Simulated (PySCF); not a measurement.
Species: hydrogen isocyanide, CHN.
Bonds: C1–N2 (triple). Hydrogens: H3 on N2.

The same species was optimised twice, with GFN2-xTB and with PBE0-D3(BJ)/def2-SVP (PySCF), and the same property calculations (PySCF, gas phase) were run on both structures.

```
  coordinate  GFN2-xTB  PBE0-D3(BJ)/def2-SVP  change
   C1≡N2 (Å)     1.158                 1.171  +0.013
   N2–H3 (Å)     0.998                 1.004  +0.006
C1–N2–H3 (°)     180.0                 179.9    -0.1
```

Rotational constants: B = 46155 MHz (linear) (GFN2-xTB) against B = 45201 MHz (linear) (PBE0-D3(BJ)/def2-SVP). Point groups within 0.08 Å: C∞v and C∞v.

On the GFN2-xTB structure: HOMO (eV) -9.06 [PBE0/pcSseg-1]; LUMO (eV) 0.71 [PBE0/pcSseg-1]; dipole (D) 3.00 [PBE0/pcSseg-1]; GIAO shielding of C1 (ppm) 6.2 [PBE0/pcSseg-1]; GIAO shielding of N2 (ppm) 94.6 [PBE0/pcSseg-1].

What do these properties become on the PBE0-D3(BJ)/def2-SVP structure?

| property | level | on GFN2-xTB | on PBE0-D3(BJ)/def2-SVP | change |
| --- | --- | --- | --- | --- |
| HOMO (eV) | PBE0/pcSseg-1 | -9.06 | -9.12 | -0.06 |
| LUMO (eV) | PBE0/pcSseg-1 | 0.71 | 0.59 | -0.12 |
| dipole (D) | PBE0/pcSseg-1 | 3.00 | 2.97 | -0.03 |
| energy, GFN2-xTB geometry as zero (kcal/mol) | PBE0/pcSseg-1 | 0.0 | -0.1 | -0.1 |
| GIAO shielding of C1 (ppm) | PBE0/pcSseg-1 | 6.2 | 3.2 | -3.0 |
| GIAO shielding of N2 (ppm) | PBE0/pcSseg-1 | 94.6 | 90.9 | -3.7 |

The heavy atoms differ by 0.006 Å rms after alignment. Among all bonds C1≡N2 changes most (+0.013 Å). Changes are differences of the printed values. Neither structure is proved a minimum here.
